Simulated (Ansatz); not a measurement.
Input file:

```yaml
crystal:
  periodic: [false, false, false]
  atoms:
    - {symbol: Si, position_ang: [0.000000, 0.000000, 2.813141]}
    - {symbol: C, position_ang: [0.000000, 0.000000, -0.866859]}
    - {symbol: H, position_ang: [0.000000, 0.000000, -1.946282]}
basis:
  gaussian: {orbitals: cc-pVDZ}
magnetization: {spin_polarized: true, initial_magnetization: 1}
hamiltonian: {xc: {name: revPBE}}
```

```sh
$ ansatz run in.yaml --threads 1 --pin off --events-out ev --progress --plain --max-ram 2393MiB
```

The program prints:

```
362 factors; integrals over basis functions are off by at most 7.9e-4 eV
mean field evaluation 1: about -8887.5641 eV, gradient 4.6e1 eV
mean field evaluation 2: about -8655.3647 eV, gradient 7.0e1 eV
mean field evaluation 4: about -8852.0650 eV, gradient 5.3e1 eV
mean field evaluation 8: about -8897.4564 eV, gradient 3.9e1 eV
mean field evaluation 16: about -8919.5076 eV, gradient 7.3e-2 eV
mean field evaluation 32: about -8902.9212 eV, gradient 3.0e1 eV
mean field evaluation 64: about -8919.6183 eV, gradient 2.1e-5 eV
mean field evaluation 96: about -8919.6183 eV, gradient 8.4e-7 eV
mean field evaluation 128: about -8919.0927 eV, gradient 5.5e0 eV
mean field evaluation 160: about -8919.5878 eV, gradient 9.9e-1 eV
mean field evaluation 192: about -8919.3682 eV, gradient 1.5e-1 eV
mean field -8919.61831903 eV, -327.7899272900 hartree, gradient 8.4e-6 eV, S^2 1.748150; 12 other end points of the search recorded, 0 dependent functions left out
reference -8919.61835297 eV, -327.7899285373 hartree; 11, 10 occupied and 26, 27 virtual orbitals, 362 factors
Total energy: -8919.61835297 eV, -327.7899285373 hartree
```

Ran on 1 thread of Arm Neoverse N1, shared host: 11 s wall, 0.26 GiB peak host memory.
